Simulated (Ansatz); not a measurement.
System: SiO, charge 1, doublet. SiO+ (parent SMILES [Si]=O, doublet).
B3LYP-D3(BJ)/def2-TZVP minimum from Ansatz (a quantum-chemistry and plane-wave program):
```xyz
2

Si     0.0000     0.0000    -0.5538
O      0.0000     0.0000     0.9691
```
Charge +1, spin multiplicity 2.

Hartree-Fock and CCSD(T) correlation energies in hartree (Ansatz). Open shells are spin-unrestricted; no spin-orbit coupling. Correlated methods leave the cores frozen. No relativity. The UHF reference of OSi+ (parent SMILES O=[Si], doublet) is spin-contaminated (<S^2> up to 0.05 over the pure value in the sets run). The determinant of OSi+ (parent SMILES O=[Si], doublet) is a saddle point of the SCF energy; a lower one exists, which strains HF and MP2. The spin of OSi+ (parent SMILES O=[Si], doublet) was assumed, and the state is the lowest solution found for it.

| basis | X | E(HF) | E(corr, CCSD(T)) |
|---|---|---|---|
| cc-pV(T+d)Z | 3 | -363.46174 | -0.31580 |
| cc-pV(Q+d)Z | 4 | -363.47058 | -0.33548 |
| cc-pV(5+d)Z | 5 | -363.47277 | withheld |

Task: Fit E(corr) = E∞ + A/X³ to X = 3 and 4, predict X = 5, and compare with the run.

Result: A = (-0.31580 - (-0.33548))/(1/27 - 1/64) = 0.9191; E∞ = -0.33548 - A/64 = -0.34984; at X = 5, E∞ + A/125 = -0.34249. The run gave -0.34296, 0.47 mEh below the prediction. The same form on X = 4 and 5 gives E∞ = -0.35081, 0.97 mEh below the first estimate.
